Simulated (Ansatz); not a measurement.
Basis-set series for `O=C=S`. Charge 0, multiplicity 1. The structure was optimised at the PBE0-D4/def2-TZVP level.

```xyz
3

O     1.1125    0.4190   -0.4942
C     0.1167    0.0440   -0.0519
S    -1.2292   -0.4629    0.5461
```

```json
{"functional": "PBE0-D4", "basis": "def2-SVP", "functions": "46", "energy (Eh)": "-511.06777", "HOMO (eV)": "-8.60", "LUMO (eV)": "-0.55"}
{"functional": "PBE0-D4", "basis": "def2-TZVPP", "functions": "104", "energy (Eh)": "-511.33892", "HOMO (eV)": "-8.67", "LUMO (eV)": "-0.82"}
{"functional": "ωB97M-V", "basis": "def2-SVP", "functions": "46", "energy (Eh)": "-511.27891", "HOMO (eV)": "-10.63", "LUMO (eV)": "1.82"}
{"functional": "ωB97M-V", "basis": "def2-TZVPP", "functions": "104", "energy (Eh)": "-511.55255", "HOMO (eV)": "-10.75", "LUMO (eV)": "1.46"}
```

Problem. Give the rows for def2-QZVPP. (Estimate.)

Solution. Ansatz gave: 
| functional | basis | functions | energy (Eh) | HOMO (eV) | LUMO (eV) |
| --- | --- | --- | --- | --- | --- |
| PBE0-D4 | def2-QZVPP | 184 | -511.35643 | -8.69 | -0.89 |
| ωB97M-V | def2-QZVPP | 184 | -511.56893 | -10.79 | 1.34 |

Positive LUMOs are unbound and depend on the basis.
